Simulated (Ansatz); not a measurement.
# FOSi: the cost of one run

Computed with Ansatz 0.2.0, Gaussian basis. Level: def2-QZVPP, all electrons in the functionals.

The runs, in order: PBE, BLYP, r2SCAN, B97M-V, PBE0, B3LYP, at charge 0, quartet; charge 0, doublet; charge 0, sextet; charge 1, triplet; charge 1, quintet.

## 1. What is computed

The geometry is a PBE0/def2-TZVP stationary point (not a proven minimum).

3 atoms, charge 0, spin multiplicity 4.

Atoms are counted from 1 here; the program's logs count them from 0.

Bond lengths: F1–Si3 1.602 Å, O2–Si3 1.725 Å. Angles: F1–Si3–O2 115.7°.

No dispersion term is added; B97M-V holds VV10 nonlocal correlation. B3LYP takes the VWN-RPA correlation.

The geometry shown and the zero of energy belong to the point charge 0, quartet. The yardstick, UCCSD(T), and other wave-function levels (R restricted, U unrestricted, valence and pair active spaces) come from earlier runs.

## 2. PBE, charge 0, quartet

in.yaml reads:

```yaml
crystal:
  periodic: [false, false, false]
  atoms:
    - {symbol: F, position_ang: [0.000000, 0.390347, 1.310206]}
    - {symbol: O, position_ang: [0.000000, 0.397529, -1.506653]}
    - {symbol: Si, position_ang: [0.000000, -0.490510, -0.027996]}
basis:
  gaussian: {orbitals: "def2-QZVPP.json"}
magnetization: {spin_polarized: true, initial_magnetization: 3}
hamiltonian: {xc: {name: PBE}}
output: {orbitals: {seedname: orbitals}}
```

The run is started by

```
$ ansatz run in.yaml --threads 1 --pin off --events-out ev --progress --plain --max-ram 2393MiB
```

**Question.** How long does this run take on 1 thread of Arm Neoverse N1, shared host, and how much memory does it need?

About 29 s, with a peak of 0.35 GiB.
